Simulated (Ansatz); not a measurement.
**AlP (triplet): the correlation ladder, cc-pVDZ**

How much of the correlation energy of AlP (triplet) does each wave-function method recover here?

Computed with Ansatz 0.2.0, Gaussian basis. Level: cc-pVDZ, core rule «outside noble gas», up to 10 orbitals frozen.

Plan: UHF; CCSD(T) on ROHF; CCSD(T) on UHF; BCCD(T) on ROHF; CISD; CCSDT(Q) on ROHF; CCSDT(Q) on UHF; CISDTQ; CCSDTQ on ROHF; CCSDTQ on UHF; CASSCF and MRCISD+Q, 8 electrons in 8 orbitals; CASSCF and NEVPT2, 8 electrons in 8 orbitals; Full CI.

6 further runs of the same task are left out: 2 for a known fault of the program, 4 set aside as unsound or not needed.

## 1. What is computed

The geometry is a PBE0/def2-TZVP stationary point (not a proven minimum) of the parent state, kept for this charge and spin.

2 atoms, charge 0, spin multiplicity 3.

Atoms are counted from 1 here; the program's logs count them from 0.

Bond lengths: Al1–P2 2.073 Å.

As a file:

```
Al    0.00000    0.00000    0.00000
P     0.00000    0.00000    2.07260
```

## 2. UHF

Contents of in.yaml:

```yaml
crystal:
  periodic: [false, false, false]
  atoms:
    - {symbol: Al, position_ang: [0.000000, 0.000000, 0.000000]}
    - {symbol: P, position_ang: [0.000000, 0.000000, 2.072600]}
basis:
  gaussian: {orbitals: cc-pVDZ}
magnetization: {spin_polarized: true, initial_magnetization: 2}
hamiltonian: {xc: hf}
output: {orbitals: {seedname: orbitals}}
```

On the command line:

```bash
$ ansatz run in.yaml --threads 1 --pin off --events-out ev --progress --plain --max-ram 4096MiB --backend cpu
```

After this run come: CCSD(T) on ROHF; CCSD(T) on UHF; BCCD(T) on ROHF; CISD; CCSDT(Q) on ROHF; CCSDT(Q) on UHF; CISDTQ; CCSDTQ on ROHF; CCSDTQ on UHF; CASSCF and MRCISD+Q, 8 electrons in 8 orbitals; CASSCF and NEVPT2, 8 electrons in 8 orbitals; Full CI.

Before running them: what should the planned runs give, taken together? Wanted: FCI below the RHF energy; RMP2 from FCI; UMP2 from FCI; RCCSD from FCI; RCCSD(T) from FCI; UCCSD(T) from FCI; RCCSDT(Q) from FCI; UCCSDT(Q) from FCI; NEVPT2 valence from FCI.

As calculated:

```
                         quantity                                                                             value
         FCI below the RHF energy                                                                        -4.7269 eV
                    RMP2 from FCI                                                                        +940.8 meV
                    UMP2 from FCI                                                                        +989.7 meV
                   RCCSD from FCI                                                                        +290.5 meV
                RCCSD(T) from FCI                                                                         +57.2 meV
                UCCSD(T) from FCI                                                                         +61.2 meV
               RCCSDT(Q) from FCI                                                                          +1.9 meV
               UCCSDT(Q) from FCI                                                                          -2.0 meV
          NEVPT2 valence from FCI                                                                        +759.9 meV
        MRCISD+Q valence from FCI                                                                         +25.9 meV
levels within 1 kcal/mol (43 meV)  RCCSDT, UCCSDT, CISDTQ, RCCSDT(Q), UCCSDT(Q), RCCSDTQ, UCCSDTQ, MRCISD+Q valence
                    T1 diagnostic                                                                             0.040
   effectively unpaired electrons                                                                              2.13
```

In words: RCCSD(T) misses by +57.2 meV, 1.2 % of the correlation energy. UCCSDT(Q) falls below full CI: unrestricted runs freeze a spin-polarised core, another one than full CI's, and coupled cluster isn't variational. One determinant dominates. Of the multireference levels listed MRCISD+Q valence comes nearest in total energy (+25.9 meV), which doesn't show that its space is the better one. Coupled cluster took another determinant than the lowest Hartree-Fock one. These misses are within one basis, not against nature; the frozen cores of restricted and unrestricted runs differ, which can shift their rows.
